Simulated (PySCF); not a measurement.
# P: electron affinity

P⁻ [Ne] 3s2 3p4 (3P) → P [Ne] 3s2 3p3 (4S), as a difference of total energies. Computed with PySCF 2.14 in def2-TZVPPD (6s5p4d1f, 48 functions), with the non-relativistic Hamiltonian (point nucleus). Correlated levels: valence: [Ne] frozen; valence and next inner shell: 1s2 frozen. The calculations carry no spin-orbit coupling.

| method | electron affinity (eV) | plus first-order spin-orbit estimate | error of that sum (eV) |
| --- | --- | --- | --- |
| UHF | -0.613 | -0.601 | -1.348 |
| LDA | 0.637 | 0.649 | -0.098 |
| PBE | 0.484 | 0.496 | -0.251 |
| PBE0 | 0.459 | 0.471 | -0.276 |
| r2SCAN | 0.456 | 0.468 | -0.279 |
| TPSSh | 0.499 | 0.511 | -0.236 |
| r2SCAN0 | 0.433 | 0.445 | -0.302 |
| B97-3 | 0.555 | 0.567 | -0.180 |
| B3LYP | 0.583 | 0.595 | -0.152 |
| MP2 (valence) | 0.078 | 0.090 | -0.657 |
| SCS-MP2 (valence) | 0.151 | 0.163 | -0.584 |
| MP2 (valence and next inner shell) | 0.067 | 0.079 | -0.668 |
| SCS-MP2 (valence and next inner shell) | 0.140 | 0.152 | -0.595 |

Reference: 0.747 eV (measured; photodetachment measurements, as compiled on the Wikipedia data page of electron affinities).

A first-order spin-orbit estimate (lowest level to lowest level, LS coupling) adds 0.012 eV.

Errors of the correlated levels include the incompleteness of this basis and the frozen core.

A negative affinity means that the anion lies above the atom at that level of theory.

In the anion the highest occupied orbital energy is positive at LDA, PBE, PBE0, r2SCAN, TPSSh, r2SCAN0, B97-3, B3LYP, a self-interaction effect; the basis confines that electron, and the energy difference can still be sensible.
